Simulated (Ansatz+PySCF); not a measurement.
A calculation with PySCF 2.14.0.

```python
from pyscf import gto, scf, cc

mol = gto.M(atom="""
F 0.000000 0.000000 0.000000
F 0.000000 0.000000 1.920000
""", basis='sto-3g', charge=1, spin=1)
mf = scf.UHF(mol)
mf.kernel()
mycc = cc.CCSD(mf, frozen=2).run()
et = mycc.ccsd_t()
print(mf.e_tot, mycc.e_corr, et, mycc.e_tot + et)
```

The script is written out from the run's settings.

Results

```json
{
  "Converged": "yes",
  "Reference energy": "-195.26315 hartree",
  "CCSD correlation energy": "-0.28613 hartree",
  "Triples correction": "-0.00243 hartree",
  "Total energy": "-195.55172 hartree",
  "Spin squared of the determinant": "0.750"
}
```

This is not the lowest solution: another run reaches a determinant 7.74 eV lower. Caution: large amplitudes, a single reference is doubtful; the charge can sit on one fragment and break the point group.
